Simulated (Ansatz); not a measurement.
# BaIrO3 (Pm-3m)

Level of theory: DFT PBEsol, scalar-relativistic, plane waves, PAW in Ansatz.

Cutoff 420 eV; k points 10×10×10 on the computed 5-atom cell (Γ-centred); Gaussian smearing, width 0.10 eV; no spin polarisation.

The structure is relaxed at this level of theory with its symmetry kept. Whether it is the stable form of this composition wasn't checked.

```yaml
crystal:
  lattice:
    - [4.00128, 0.00000, 0.00000]
    - [0.00000, 4.00128, 0.00000]
    - [0.00000, 0.00000, 4.00128]
  atoms:
    - { symbol: Ba, position: [0.50000, 0.50000, 0.50000] }
    - { symbol: Ir, position: [0.00000, 0.00000, 0.00000] }
    - { symbol: O, position: [0.50000, 0.00000, 0.00000] }
    - { symbol: O, position: [0.00000, 0.50000, 0.00000] }
    - { symbol: O, position: [0.00000, 0.00000, 0.50000] }
```

Formation energy from the elements' standard states (uncorrected)?

-1.591 eV/atom.

Density of states at the Fermi level?

3.68 states/eV per cell.

Löwdin character within 0.5 eV of the Fermi level?

Ir 5d 55 %, O 2p 39 %.

Bulk modulus?

178 GPa.

Its pressure derivative?

4.7.

Bader charges (e)?

Ba (1 in the cell) 1.54, Ir (1 in the cell) 1.68, O (3 in the cell) -1.07.

Spin-orbit coupling is left out, which matters for the bands of heavy elements. Spin polarisation was left out, and a magnetic state may lie lower.

A ferromagnetic start lost its moments in a first run, so spin was left out; other magnetic orders weren't tried.

Symmetry holds off the tilts and polar distortions that many cubic perovskites undergo.

Cost: 6 runs of about 1.7 core-minutes in all, on Arm Neoverse V1 (shared hosts).